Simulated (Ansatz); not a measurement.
in.yaml

```yaml
crystal:
  periodic: [false, false, false]
  atoms:
    - {symbol: S, position_ang: [-0.015619, -0.259317, 1.772162]}
    - {symbol: P, position_ang: [-0.016452, 0.492218, 0.010607]}
    - {symbol: S, position_ang: [0.031512, -0.216150, -1.782408]}
basis:
  gaussian: {orbitals: cc-pVDZ}
magnetization: {spin_polarized: false, initial_magnetization: 1}
correlation: {method: sc_nevpt2, electrons: outside_noble_gas, active_space: {window: {electrons: 13, orbitals: 10}, shells: [{species: P, l: s, shell: 3}, {species: P, l: p, shell: 3}, {species: S, l: p, shell: 3}]}}
```

```sh
$ ansatz run in.yaml --threads 1 --pin off --events-out ev --progress --plain --max-ram 2393MiB
```

The program prints:

```
1029 factors; integrals over basis functions are off by at most 1.1e-7 eV
mean field evaluation 1: about -30905.1135 eV, gradient 1.8e1 eV
mean field evaluation 2: about -30905.1211 eV, gradient 1.8e1 eV
mean field evaluation 4: about -30906.3295 eV, gradient 1.9e0 eV
mean field evaluation 8: about -30906.3649 eV, gradient 1.7e-1 eV
mean field evaluation 16: about -30906.3614 eV, gradient 6.0e-1 eV
mean field -30906.36567755 eV, -1135.7879895627 hartree, gradient 7.5e-6 eV, S^2 0.750000; 2 other end points of the search recorded, 0 dependent functions left out
reference -30906.36567755 eV, -1135.7879895627 hartree; 24, 23 occupied and 30, 31 virtual orbitals, 1029 factors
state -30908.90326127 eV, -1135.8812440446 hartree
state -30908.90326127 eV, -1135.8812440446 hartree; corrected -30916.26968975 eV, -1136.1519552981 hartree
Total energy: -30916.26968975 eV, -1136.1519552981 hartree
Checks for a lower state left out: starts, orbital_swaps
```

For the same geometry and basis UCCSDT(Q) lies 1559.5 meV lower.

Ran on 1 thread of Arm Neoverse V1, shared host: 7 s wall, 0.17 GiB peak host memory.
